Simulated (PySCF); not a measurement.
# C3H2O: excited-state relaxation, vibronic structure

What do calculations give for the excited-state relaxation, vibronic structure of C3H2O (`C#CC=O`)?

Computed with PySCF 2.14.0 and routines of our own; the level stands in each step. Atoms count from 0.

## 1. The system as given

6 atoms, charge 0, multiplicity 1; geometry from: GFN2-xTB.

## 2. Geometry optimisation at BHandHLYP/6-31+G*

The job: settings as JSON, then the geometry in Å.

```
{"job": {"xc": "BHandHLYP", "basis": "6-31+G*", "grid": 1, "kind": "geom"}, "charge": 0, "multiplicity": 1}
C      1.448436    -0.097381     0.473883
C      0.308594    -0.027579     0.099541
C     -1.048884     0.054215    -0.344615
O     -1.850299    -0.838863    -0.309865
H      2.446659    -0.148110     0.799085
H     -1.301383     1.059709    -0.739602
```

On the command line:

```
$ OMP_NUM_THREADS=1 python excited_run.py task.json out
```

The driver reads the jobs from task.json and runs them one after another.

What it wrote:

```text
step   0  E = -190.54050628  max force = 0.016013
step   1  E = -190.54006099  max force = 0.016905
step   2  E = -190.54079664  max force = 0.006926
step   3  E = -190.54101043  max force = 0.006255
step   4  E = -190.54120504  max force = 0.002601
step   5  E = -190.54125833  max force = 0.001395
step   6  E = -190.54128564  max force = 0.000335
step   7  E = -190.54128880  max force = 0.000233
optimisation converged
```

Run time: 15 s. Hardware: 1 thread of Arm Neoverse N1, shared host; peak memory 0.37 GiB.

The steps of the relaxation: (the energy doesn't fall at every step)

```csv
step,energy from step 0 (eV),largest force component (eV/Å)
0,0.0000,0.8234
1,0.0121,0.8693
2,-0.0079,0.3561
3,-0.0137,0.3216
4,-0.0190,0.1337
5,-0.0205,0.0717
6,-0.0212,0.0172
7,-0.0213,0.0120
```

Distances of close pairs at the start and the end, largest changes first:

```csv
bond,before (Å),after (Å),change (Å)
C1–C2,1.431,1.446,+0.016
C2–H5,1.109,1.094,-0.015
C0–H4,1.051,1.061,+0.010
C0–C1,1.202,1.198,-0.003
C2–O3,1.200,1.201,+0.000
```

The end geometry stands in the next job.

```csv
at the end point,value
point group (found at 0.08 Å tolerance),Cs
"rotational constants (GHz, main isotopes)","69.365, 4.864, 4.545"
dipole moment (D),3.20
```

## 3. Excited-state relaxation: TDDFT BHandHLYP/6-31+G*

The job: settings as JSON, then the geometry in Å.

```
{"job": {"kind": "xopt", "state": "S1", "method": "TDDFT", "freq": true, "xc": "BHandHLYP", "basis": "6-31+G*", "grid": 1}, "charge": 0, "multiplicity": 1}
C      1.382721     0.014774     0.666149
C      0.311027    -0.022309     0.130919
C     -0.996619    -0.011551    -0.486693
O     -1.395131    -0.873465    -1.221568
H      2.336386     0.033072     1.130471
H     -1.618517     0.853817    -0.237515
```

With the program's defaults for keys left out, this is: TDDFT BHandHLYP/6-31+G* excited-state geometry optimisation, gas phase.

What it wrote:

```text
final grid: 25664 points
cycle   1  E = -190.4238157034  dE =  7.396e-01  |g| = 7.216e-01  |ddm| = 7.565e+00
cycle   2  E = -190.2738747335  dE =  1.499e-01  |g| = 1.172e+00  |ddm| = 3.640e+00
cycle   3  E = -190.5399663859  dE = -2.661e-01  |g| = 6.392e-02  |ddm| = 2.415e+00
cycle   4  E = -190.5408914588  dE = -9.251e-04  |g| = 3.883e-02  |ddm| = 2.310e-01
cycle   5  E = -190.5412558077  dE = -3.643e-04  |g| = 1.065e-02  |ddm| = 1.233e-01
cycle   6  E = -190.5412789410  dE = -2.313e-05  |g| = 5.600e-03  |ddm| = 2.668e-02
cycle   7  E = -190.5412882124  dE = -9.271e-06  |g| = 1.245e-03  |ddm| = 1.991e-02
cycle   8  E = -190.5412887703  dE = -5.579e-07  |g| = 2.716e-04  |ddm| = 7.424e-03
cycle   9  E = -190.5412888010  dE = -3.067e-08  |g| = 7.286e-05  |ddm| = 8.147e-04
cycle  10  E = -190.5412888052  dE = -4.217e-09  |g| = 2.018e-05  |ddm| = 3.820e-04
cycle  11  E = -190.5412888059  dE = -6.215e-10  |g| = 5.002e-06  |ddm| = 1.337e-04
converged SCF energy = -190.5412888059

vertical S1 at the ground-state geometry: 4.1133 eV
step    E(state)/Eh    max force   excitation/eV  root
  0    -190.38853080   0.100478     4.1384      1
  1    -190.39892253   0.020266     3.4792      1
  2    -190.40209170   0.011301     3.4009      1
  3    -190.40318670   0.004651     3.3802      1
  4    -190.40332391   0.002211     3.3479      1
  5    -190.40336682   0.001226     3.3524      1
  6    -190.40341476   0.001165     3.3561      1
  7    -190.40342684   0.000411     3.3542      1
optimisation converged
vertical emission 3.3542 eV, adiabatic 3.7514 eV, Stokes shift 0.7591 eV, reorganisation 0.3619 (excited) and 0.3972 eV (ground)
zero-point change -0.0931 eV, 0-0 energy 3.6583 eV
frequencies of the excited state (cm-1): 159 410 478 496 509 762 1052 1250 1527 2177 3241 3580
```

Wall time 3.8 min (1 thread of Arm Neoverse N1, shared host); peak memory 0.38 GiB.

From this job:

```csv
quantity,value
"vertical absorption, S1",4.11 eV
"adiabatic energy, S1",3.75 eV
"vertical emission, S1",3.35 eV
"Stokes shift, S1",0.76 eV
"geometry moved (RMSD), S1",0.100 Å
```

Bonds of the start that changed most:

```csv
bond,start (Å),end (Å)
C2–O3,1.201,1.294
C1–C2,1.446,1.388
C2–H5,1.094,1.082
C0–C1,1.198,1.210
C0–H4,1.061,1.060
```

## 4. Excited-state relaxation: UKS BHandHLYP/6-31+G*

The job: settings as JSON, then the geometry in Å.

```
{"job": {"kind": "xopt", "state": "T1", "method": "UKS", "freq": true, "xc": "BHandHLYP", "basis": "6-31+G*", "grid": 1}, "charge": 0, "multiplicity": 1}
C      1.382721     0.014774     0.666149
C      0.311027    -0.022309     0.130919
C     -0.996619    -0.011551    -0.486693
O     -1.395131    -0.873465    -1.221568
H      2.336386     0.033072     1.130471
H     -1.618517     0.853817    -0.237515
```

With the program's defaults for keys left out, this is: UKS BHandHLYP/6-31+G* excited-state geometry optimisation, gas phase.

What it wrote:

```text
final grid: 25664 points
cycle   1  E = -190.4238157034  dE =  7.396e-01  |g| = 7.216e-01  |ddm| = 7.565e+00
cycle   2  E = -190.2738747335  dE =  1.499e-01  |g| = 1.172e+00  |ddm| = 3.640e+00
cycle   3  E = -190.5399663859  dE = -2.661e-01  |g| = 6.392e-02  |ddm| = 2.415e+00
cycle   4  E = -190.5408914588  dE = -9.251e-04  |g| = 3.883e-02  |ddm| = 2.310e-01
cycle   5  E = -190.5412558077  dE = -3.643e-04  |g| = 1.065e-02  |ddm| = 1.233e-01
cycle   6  E = -190.5412789410  dE = -2.313e-05  |g| = 5.600e-03  |ddm| = 2.668e-02
cycle   7  E = -190.5412882124  dE = -9.271e-06  |g| = 1.245e-03  |ddm| = 1.991e-02
cycle   8  E = -190.5412887703  dE = -5.579e-07  |g| = 2.716e-04  |ddm| = 7.424e-03
cycle   9  E = -190.5412888010  dE = -3.067e-08  |g| = 7.286e-05  |ddm| = 8.147e-04
cycle  10  E = -190.5412888052  dE = -4.217e-09  |g| = 2.018e-05  |ddm| = 3.820e-04
cycle  11  E = -190.5412888059  dE = -6.215e-10  |g| = 5.002e-06  |ddm| = 1.337e-04
converged SCF energy = -190.5412888059

vertical T1 at the ground-state geometry: 3.1245 eV
step    E(state)/Eh    max force   <S^2>
  0    -190.42443824   0.127024    2.0259
  1    -190.44385452   0.021623    2.0410
  2    -190.44692871   0.016740    2.0400
  3    -190.44793538   0.007421    2.0396
  4    -190.44810908   0.002098    2.0400
  5    -190.44816205   0.001238    2.0399
  6    -190.44817787   0.000656    2.0398
  7    -190.44819120   0.000637    2.0398
  8    -190.44820395   0.000704    2.0397
  9    -190.44820807   0.000494    2.0396
 10    -190.44820873   0.000255    2.0396
optimisation converged
vertical emission 1.8767 eV, adiabatic 2.5328 eV, Stokes shift 1.2478 eV, reorganisation 0.5917 (excited) and 0.6561 eV (ground)
zero-point change -0.1035 eV, 0-0 energy 2.4294 eV
frequencies of the excited state (cm-1): 221 401 429 450 563 749 1030 1205 1446 2115 3289 3575
```

Run time: 2.2 min. Hardware: 1 thread of Arm Neoverse N1, shared host; peak memory 0.38 GiB.

From this job:

```csv
quantity,value
"vertical gap at the ground-state geometry, T1",3.12 eV
"adiabatic energy, T1",2.53 eV
"vertical gap at the relaxed geometry, T1",1.88 eV
"difference of the two gaps, T1",1.25 eV
"geometry moved (RMSD), T1",0.074 Å
```

Bonds of the start that changed most:

```csv
bond,start (Å),end (Å)
C2–O3,1.201,1.331
C1–C2,1.446,1.373
C0–C1,1.198,1.214
C2–H5,1.094,1.079
C0–H4,1.061,1.060
```

## 5. Excited-state relaxation: TDA BHandHLYP/6-31+G*

The job: settings as JSON, then the geometry in Å.

```
{"job": {"kind": "xopt", "state": "T1", "method": "TDA", "xc": "BHandHLYP", "basis": "6-31+G*", "grid": 1}, "charge": 0, "multiplicity": 1}
C      1.382721     0.014774     0.666149
C      0.311027    -0.022309     0.130919
C     -0.996619    -0.011551    -0.486693
O     -1.395131    -0.873465    -1.221568
H      2.336386     0.033072     1.130471
H     -1.618517     0.853817    -0.237515
```

With the program's defaults for keys left out, this is: TDA BHandHLYP/6-31+G* excited-state geometry optimisation, gas phase.

What it wrote:

```text
final grid: 25664 points
cycle   1  E = -190.4238157034  dE =  7.396e-01  |g| = 7.216e-01  |ddm| = 7.565e+00
cycle   2  E = -190.2738747335  dE =  1.499e-01  |g| = 1.172e+00  |ddm| = 3.640e+00
cycle   3  E = -190.5399663859  dE = -2.661e-01  |g| = 6.392e-02  |ddm| = 2.415e+00
cycle   4  E = -190.5408914588  dE = -9.251e-04  |g| = 3.883e-02  |ddm| = 2.310e-01
cycle   5  E = -190.5412558077  dE = -3.643e-04  |g| = 1.065e-02  |ddm| = 1.233e-01
cycle   6  E = -190.5412789410  dE = -2.313e-05  |g| = 5.600e-03  |ddm| = 2.668e-02
cycle   7  E = -190.5412882124  dE = -9.271e-06  |g| = 1.245e-03  |ddm| = 1.991e-02
cycle   8  E = -190.5412887703  dE = -5.579e-07  |g| = 2.716e-04  |ddm| = 7.424e-03
cycle   9  E = -190.5412888010  dE = -3.067e-08  |g| = 7.286e-05  |ddm| = 8.147e-04
cycle  10  E = -190.5412888052  dE = -4.217e-09  |g| = 2.018e-05  |ddm| = 3.820e-04
cycle  11  E = -190.5412888059  dE = -6.215e-10  |g| = 5.002e-06  |ddm| = 1.337e-04
converged SCF energy = -190.5412888059

vertical T1 at the ground-state geometry: 3.5103 eV
step    E(state)/Eh    max force   excitation/eV  root
  0    -190.41072355   0.104741     3.5345      1
  1    -190.42140550   0.026464     2.7519      1
  2    -190.42470343   0.008030     2.7281      1
  3    -190.42556752   0.004819     2.7373      1
  4    -190.42575637   0.002440     2.7459      1
  5    -190.42585539   0.000902     2.7545      1
  6    -190.42589168   0.000734     2.7508      1
  7    -190.42590975   0.000607     2.7527      1
  8    -190.42591791   0.000383     2.7536      1
optimisation converged
vertical emission 2.7536 eV, adiabatic 3.1394 eV, Stokes shift 0.7567 eV, reorganisation 0.3709 (excited) and 0.3858 eV (ground)
```

Wall time 37 s (1 thread of Arm Neoverse N1, shared host); peak memory 0.39 GiB.

Key values:

```csv
quantity,value
"vertical gap at the ground-state geometry, T1",3.51 eV
"adiabatic energy, T1",3.14 eV
"vertical gap at the relaxed geometry, T1",2.75 eV
"difference of the two gaps, T1",0.76 eV
"geometry moved (RMSD), T1",0.076 Å
```

Bonds of the start that changed most:

```csv
bond,start (Å),end (Å)
C2–O3,1.201,1.295
C1–C2,1.446,1.391
C2–H5,1.094,1.081
C0–C1,1.198,1.207
C0–H4,1.061,1.059
```

## 6. Vibronic structure: TDDFT BHandHLYP/6-31+G*

The job: settings as JSON, then the geometry in Å.

```
{"job": {"kind": "vib", "tda": false, "freq": true, "xc": "BHandHLYP", "basis": "6-31+G*", "grid": 1}, "charge": 0, "multiplicity": 1}
C      1.382721     0.014774     0.666149
C      0.311027    -0.022309     0.130919
C     -0.996619    -0.011551    -0.486693
O     -1.395131    -0.873465    -1.221568
H      2.336386     0.033072     1.130471
H     -1.618517     0.853817    -0.237515
```

With the program's defaults for keys left out, this is: TDDFT BHandHLYP/6-31+G* vertical-gradient vibronic structure (displaced harmonic oscillators, Condon), gas phase.

What it wrote:

```text
final grid: 25664 points
cycle   1  E = -190.4238157034  dE =  7.396e-01  |g| = 7.216e-01  |ddm| = 7.565e+00
cycle   2  E = -190.2738747335  dE =  1.499e-01  |g| = 1.172e+00  |ddm| = 3.640e+00
cycle   3  E = -190.5399663859  dE = -2.661e-01  |g| = 6.392e-02  |ddm| = 2.415e+00
cycle   4  E = -190.5408914588  dE = -9.251e-04  |g| = 3.883e-02  |ddm| = 2.310e-01
cycle   5  E = -190.5412558077  dE = -3.643e-04  |g| = 1.065e-02  |ddm| = 1.233e-01
cycle   6  E = -190.5412789410  dE = -2.313e-05  |g| = 5.600e-03  |ddm| = 2.668e-02
cycle   7  E = -190.5412882124  dE = -9.271e-06  |g| = 1.245e-03  |ddm| = 1.991e-02
cycle   8  E = -190.5412887703  dE = -5.579e-07  |g| = 2.716e-04  |ddm| = 7.424e-03
cycle   9  E = -190.5412888010  dE = -3.067e-08  |g| = 7.286e-05  |ddm| = 8.147e-04
cycle  10  E = -190.5412888052  dE = -4.217e-09  |g| = 2.018e-05  |ddm| = 3.820e-04
cycle  11  E = -190.5412888059  dE = -6.215e-10  |g| = 5.002e-06  |ddm| = 1.337e-04
converged SCF energy = -190.5412888059

Singlet excitations (eV, f): 4.113 (0.0002)  5.123 (0.0000)  5.973 (0.1027)  6.926 (0.0001)  7.962 (0.0066)  8.310 (0.1738)

State S1  4.1133 eV  f = 0.00018  H->L 0.90
  relaxed dipole 1.274 D, largest gradient of the excitation energy 0.0951 Eh/bohr
  mode    cm-1        S   lambda/meV  Raman
    9   1873.7    1.2290     285.5   1.000
    6    999.6    0.1473      18.3   0.034
   10   2301.4    0.0622      17.7   0.076
    1    234.4    0.2828       8.2   0.004
    8   1479.0    0.0262       4.8   0.013
    3    658.3    0.0201       1.6   0.002
  reorganisation energy 0.3379 eV, total S 1.774, 0-0 3.7754 eV
  absorption maximum 4.011 eV, width 0.500 eV

State S3  5.9728 eV  f = 0.10273  H-1->L 0.76
  relaxed dipole 4.541 D, largest gradient of the excitation energy 0.1648 Eh/bohr
  mode    cm-1        S   lambda/meV  Raman
   10   2301.4    1.1165     318.6   1.000
    9   1873.7    0.1700      39.5   0.101
   12   3578.1    0.0391      17.3   0.085
    6    999.6    0.0988      12.2   0.017
    1    234.4    0.3572      10.4   0.003
    8   1479.0    0.0344       6.3   0.013
    3    658.3    0.0305       2.5   0.002
  reorganisation energy 0.4070 eV, total S 1.847, 0-0 5.5659 eV
  absorption maximum 5.854 eV, width 0.604 eV

State S6  8.3103 eV  f = 0.17380  H-2->L+1 0.72, H->L+1 0.13
  relaxed dipole 1.399 D, largest gradient of the excitation energy 0.0799 Eh/bohr
  mode    cm-1        S   lambda/meV  Raman
   10   2301.4    0.2970      84.8   1.000
    6    999.6    0.4898      60.7   0.311
    1    234.4    1.1104      32.3   0.039
    8   1479.0    0.0894      16.4   0.124
    3    658.3    0.1845      15.1   0.051
    9   1873.7    0.0102       2.4   0.023
  reorganisation energy 0.2125 eV, total S 2.185, 0-0 8.0978 eV
  absorption maximum 8.126 eV, width 0.340 eV

State T1  3.5103 eV  f = 0.00000  H->L 0.89
  relaxed dipole 1.122 D, largest gradient of the excitation energy 0.0985 Eh/bohr
  mode    cm-1        S   lambda/meV  Raman
    9   1873.7    1.3016     302.4   1.000
    6    999.6    0.1291      16.0   0.028
   10   2301.4    0.0531      15.1   0.062
    8   1479.0    0.0422       7.7   0.020
    1    234.4    0.2487       7.2   0.003
   11   3128.0    0.0064       2.5   0.014
    3    658.3    0.0293       2.4   0.003
  reorganisation energy 0.3540 eV, total S 1.813, 0-0 3.1563 eV
  absorption maximum 3.390 eV, width 0.500 eV
```

Wall time 8.8 s (1 thread of Arm Neoverse N1, shared host); peak memory 0.4 GiB.

## 7. Outcome

| quantity | value |
| --- | --- |
| point group | Cs |
| rotational constants (main isotopes) | 69.37, 4.86, 4.54 GHz |
| vertical absorption, S1 (step 3, TDDFT BHandHLYP/6-31+G*) | 4.11 eV |
| adiabatic energy, S1 (step 3, TDDFT BHandHLYP/6-31+G*) | 3.75 eV |
| vertical emission, S1 (step 3, TDDFT BHandHLYP/6-31+G*) | 3.35 eV |
| Stokes shift, S1 (step 3, TDDFT BHandHLYP/6-31+G*) | 0.76 eV |
| vertical gap at the ground-state geometry, T1 (step 4, UKS BHandHLYP/6-31+G*) | 3.12 eV |
| adiabatic energy, T1 (step 4, UKS BHandHLYP/6-31+G*) | 2.53 eV |
| vertical gap at the relaxed geometry, T1 (step 4, UKS BHandHLYP/6-31+G*) | 1.88 eV |
| difference of the two gaps, T1 (step 4, UKS BHandHLYP/6-31+G*) | 1.25 eV |
| vertical gap at the ground-state geometry, T1 (step 5, TDA BHandHLYP/6-31+G*) | 3.51 eV |
| adiabatic energy, T1 (step 5, TDA BHandHLYP/6-31+G*) | 3.14 eV |
| vertical gap at the relaxed geometry, T1 (step 5, TDA BHandHLYP/6-31+G*) | 2.75 eV |
| difference of the two gaps, T1 (step 5, TDA BHandHLYP/6-31+G*) | 0.76 eV |
| S1: vertical, reorganisation, 0-0, total S (step 6, TDDFT BHandHLYP/6-31+G*, modes from BHandHLYP/6-31+G*) | 4.11, 0.34, 3.78 eV; 1.8 |
| S3: vertical, reorganisation, 0-0, total S (step 6, TDDFT BHandHLYP/6-31+G*, modes from BHandHLYP/6-31+G*) | 5.97, 0.41, 5.57 eV; 1.8 |
| S6: vertical, reorganisation, 0-0, total S (step 6, TDDFT BHandHLYP/6-31+G*, modes from BHandHLYP/6-31+G*) | 8.31, 0.21, 8.10 eV; 2.2 |

**Reading.** The optimisation took 7 steps and gained 0.021 eV; among the close pairs (by a distance rule), C1–C2 changed most, from 1.431 to 1.446 Å. In step 3 (excited-state relaxation), among the bonds C2–O3 changes most, from 1.201 to 1.294 Å. In step 4 (excited-state relaxation), among the bonds C2–O3 changes most, from 1.201 to 1.331 Å. Where no frequencies were run, the relaxed excited state may be a saddle. In step 5 (excited-state relaxation), among the bonds C2–O3 changes most, from 1.201 to 1.295 Å. The vibronic model keeps the ground-state modes and shifts them along the gradient alone, so it can miss much of the relaxation that a full optimisation finds. ΔSCF (UKS) and response values aren't on one footing and may follow different states, so their differences aren't method errors alone, and singlets and triplets from the two don't rank.
